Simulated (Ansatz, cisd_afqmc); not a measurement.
Species: OCl, charge 0, doublet. OCl (SMILES Cl[O], doublet).
B3LYP-D3(BJ)/def2-TZVP minimum from Ansatz (a first-principles code):
```xyz
2

Cl     0.0000     0.0000    -0.5055
O      0.0000     0.0000     1.0742
```
Charge 0, spin multiplicity 2.

Total energies in cc-pV(Q+d)Z, 13 correlated electrons, 6 frozen orbitals. UHF or UKS for unpaired electrons; spin-orbit terms are left out. Cores are frozen in correlated methods. No relativity. AFQMC/CISD: phaseless, guided by CISD from CCSD amplitudes; bars are statistical, one sigma. Outlying blocks are dropped, and bars are widened where a walk drifts. Over all cases where full CI ran beside it in this data, AFQMC minus full CI had a median of +0.1 mEh and passed +0.4 mEh in a tenth of the cases.

```tsv
method	program	energy (Eh)	minus CCSDT(Q) (mEh)
HF	Ansatz	-534.31608	472.18
MP2	Ansatz	-534.73719	51.07
CCSD	Ansatz	-534.76514	23.12
CCSD(T)	Ansatz	-534.78559	2.67
CCSDT(Q)	Ansatz	-534.78826	0.00
AFQMC/CISD	cisd_afqmc	-534.7871 ± 0.0003	1.2 ± 0.3
```

Rough core times of Ansatz's runs on a shared machine: CCSD(T) 30 s, CCSDT(Q) 70 min.
